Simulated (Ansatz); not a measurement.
System: cyclopropene, C₃H₄ (charge 0, singlet). 
Geometry from a B3LYP-D3(BJ)/def2-TZVP (Ansatz, a program for electronic structure) optimisation:
```xyz
7

C     -0.0054     0.0051     0.8609
C     -0.0002    -0.6463    -0.4958
C      0.0065     0.6404    -0.5035
H      0.9023     0.0040     1.4624
H     -0.9206     0.0134     1.4509
H     -0.0016    -1.5779    -1.0322
H      0.0147     1.5655    -1.0509
```
Charge 0, spin multiplicity 1.

Wanted: atomisation energy (electronic, to ground-state atoms), in kcal/mol. Valence correlation only, unless marked. UHF or UKS for open shells. No spin-orbit coupling. Non-relativistic unless marked X2C. The coupled-cluster limit lacks core correlation, which all-electron functionals hold. Basis-set limits of correlation are two-point, X^-3; Hartree-Fock from the larger set. The bracket is a focal-point correction in the basis named.

| level | program | atomisation energy (kcal/mol) |
|---|---|---|
| PBE0/def2-TZVP | Ansatz | 688.0 |
| r2SCAN0/def2-TZVPD | Ansatz | 673.3 |
| LC-wPBE/def2-TZVPD | Ansatz | 684.1 |
| wB97M-V/def2-TZVPD | Ansatz | 682.8 |
| B2GP-PLYP/def2-TZVPD | Ansatz | 672.0 |
| RPA@PBE/cc-pVQZ | Ansatz | 639.5 |
| MP2/STO-3G | Ansatz | 683.1 |
| MP2/6-31G | Ansatz | 588.5 |
| RI-MP2/aug-cc-pVTZ | Ansatz | 678.5 |
| RI-MP2/CBS(aug-cc-pVTZ,aug-cc-pVQZ) | Ansatz | 692.9 |
| SCS-MP2/6-31G | Ansatz | 587.5 |
| SCS-MP2/cc-pVDZ | Ansatz | 633.8 |
| CCSD(T)/cc-pVTZ | Ansatz | 662.8 |
| X2C-CCSD(T)/cc-pVTZ-DK | Ansatz | 662.2 |
| RI-MP2/CBS(aug-cc-pVTZ,aug-cc-pVQZ)+[CCSD(T)-MP2]/aug-cc-pVTZ | Ansatz | 679.7 |
